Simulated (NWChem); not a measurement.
System: phosphine (PH3); SMILES P

NWChem printed, in part:

```
             Northwest Computational Chemistry Package (NWChem) 7.3.0
             --------------------------------------------------------

                             Geometry "geometry" -> ""
                             -------------------------

 Output coordinates in angstroms (scale by  1.889725989 to convert to a.u.)

  No.       Tag          Charge          X              Y              Z
 ---- ---------------- ---------- -------------- -------------- --------------
    1 P                   15.0000     0.00000000     0.00000000     0.15292500
    2 H                    1.0000     0.40564400    -1.12733100    -0.64858000
    3 H                    1.0000    -1.17912000     0.21236700    -0.64858000
    4 H                    1.0000     0.77347500     0.91496400    -0.64858000

 Effective nuclear repulsion energy (a.u.)      17.2849536849

                                 NWChem DFT Module
                                 -----------------

 Summary of "ao basis" -> "ao basis" (spherical)
 ------------------------------------------------------------------------------
       Tag                 Description            Shells   Functions and Types
 ---------------- ------------------------------  ------  ---------------------
 P                           3-21g                   7       13   4s3p
 H                           3-21g                   2        2   2s

            General Information
            -------------------
          SCF calculation type: DFT
          Wavefunction type:  closed shell.
          No. of atoms     :     4
          No. of electrons :    18
           Alpha electrons :     9
            Beta electrons :     9
          Charge           :     0
          Spin multiplicity:     1
          Use of symmetry is: off; symmetry adaption is: off
          Maximum number of iterations: 150
          AO basis - number of functions:    19
                     number of shells:    13
          Convergence on energy requested:  1.00D-06
          Convergence on density requested:  1.00D-05
          Convergence on gradient requested:  5.00D-04

              XC Information
              --------------
                     Hartree-Fock (Exact) Exchange  1.000
                   CAM-Becke88 Exchange Functional  1.000
                      VWN V Correlation Functional  0.190 local
              Lee-Yang-Parr Correlation Functional  0.810

           Range-Separation Parameters
           ---------------------------
           Alpha           :  0.19
           Beta            :  0.46
           Gamma           :  0.33
           Short-Range HF  :     F

             Grid Information
             ----------------
          Grid used for XC integration:  medium
          Radial quadrature: Mura-Knowles
          Angular quadrature: Lebedev.
          Tag              B.-S. Rad. Rad. Pts. Rad. Cut. Ang. Pts.
          ---              ---------- --------- --------- ---------
          P                   1.00       88           6.0       590
          H                   0.35       45           7.0       434
          Grid pruning is: on
          Number of quadrature shells:   223
          Spatial weights used:  Erf1

      Superposition of Atomic Density Guess
      -------------------------------------

 Sum of atomic energies:        -340.42973375

      Non-variational initial energy
      ------------------------------

 Total energy =    -340.582288
 1-e energy   =    -505.177942
 2-e energy   =     147.310700
 HOMO         =      -0.310271
 LUMO         =       0.116051

   convergence    iter        energy       DeltaE   RMS-Dens  Diis-err
 ---------------- ----- ----------------- --------- --------- ---------
 d= 0,ls=0.0,diis     1   -341.3544490583 -3.59D+02  1.54D-02  1.12D-01
 d= 0,ls=0.0,diis     2   -341.3687226475 -1.43D-02  2.04D-03  5.24D-04
 d= 0,ls=0.0,diis     3   -341.3688341207 -1.11D-04  4.82D-04  1.60D-05
 d= 0,ls=0.0,diis     4   -341.3688391057 -4.98D-06  1.34D-04  4.59D-06
 d= 0,ls=0.0,diis     5   -341.3688399762 -8.70D-07  4.60D-05  7.58D-08
 d= 0,ls=0.0,diis     6   -341.3688400123 -3.62D-08  8.42D-06  1.14D-09

         Total DFT energy =     -341.368840012348
      One electron energy =     -505.830004960700
           Coulomb energy =      171.419721708329
    Exchange-Corr. energy =      -24.243510444859
 Nuclear repulsion energy =       17.284953684882

 Numeric. integr. density =       18.000007088842

                       DFT Final Molecular Orbital Analysis
                       ------------------------------------

 Vector    7  Occ=2.000000D+00  E=-4.508375D-01
              MO Center= -2.0D-02,  3.5D-01, -3.2D-01, r^2= 1.9D+00
   Bfn.  Coefficient  Atom+Function         Bfn.  Coefficient  Atom+Function
  ----- ------------  ---------------      ----- ------------  ---------------
     7      0.333275  1 P  px                19      0.332015  4 H  s
    17     -0.280852  3 H  s                 18      0.235067  4 H  s
    16     -0.198843  3 H  s                  8      0.177337  1 P  py
    11      0.171143  1 P  px                 3     -0.169499  1 P  px
    12      0.091066  1 P  py                 4     -0.090192  1 P  py

 Vector    8  Occ=2.000000D+00  E=-4.508372D-01
              MO Center=  2.0D-02, -3.5D-01, -3.2D-01, r^2= 1.9D+00
   Bfn.  Coefficient  Atom+Function         Bfn.  Coefficient  Atom+Function
  ----- ------------  ---------------      ----- ------------  ---------------
    15     -0.353839  2 H  s                  8      0.333274  1 P  py
    14     -0.250518  2 H  s                 17      0.221228  3 H  s
     7     -0.177337  1 P  px                12      0.171143  1 P  py
     4     -0.169499  1 P  py                16      0.156629  3 H  s
    19      0.132611  4 H  s                 18      0.093889  4 H  s

[...]
```

Level: CAM-B3LYP/3-21G, vertical spin-unrestricted ions. The geometry was optimised at PBE-D3(BJ)/def2-SVP.

Task: Write an input that gives this output.

Result: This is not unique; one that fits is the input that was run:
```
start job
memory heap 200 mb stack 900 mb global 1100 mb
geometry units angstroms noautosym nocenter noautoz
  P      0.000000     0.000000     0.152925
  H      0.405644    -1.127331    -0.648580
  H     -1.179120     0.212367    -0.648580
  H      0.773475     0.914964    -0.648580
end
basis spherical
  P library 3-21g
  H library 3-21g
end
dft
  xc xcamb88 1.00 lyp 0.81 vwn_5 0.19 hfexch 1.00
  cam 0.33 cam_alpha 0.19 cam_beta 0.46
  iterations 150
  vectors input atomic output neutral.movecs
end
task dft energy
charge 1
dft
  odft
  mult 2
  vectors input atomic output cation.movecs
end
task dft energy
```
